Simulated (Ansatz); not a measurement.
`NCS`, charge 0, multiplicity 1.

(1) Give a relaxed structure at PBE0-D4/def2-TZVP (Ansatz 0.2.0). (An estimate is asked.)

Answers

(1) Ansatz gave: 
Z-matrix (Å, degrees):
```
C
S 1 1.811
N 1 1.444 2 112.7
H 1 1.097 2 107.2 3 -128.3
H 1 1.092 2 104.7 3 117.9
H 2 1.342 1 96.7 3 83.9
H 3 1.012 1 111.0 2 -65.0
H 3 1.014 1 110.4 2 175.5
```
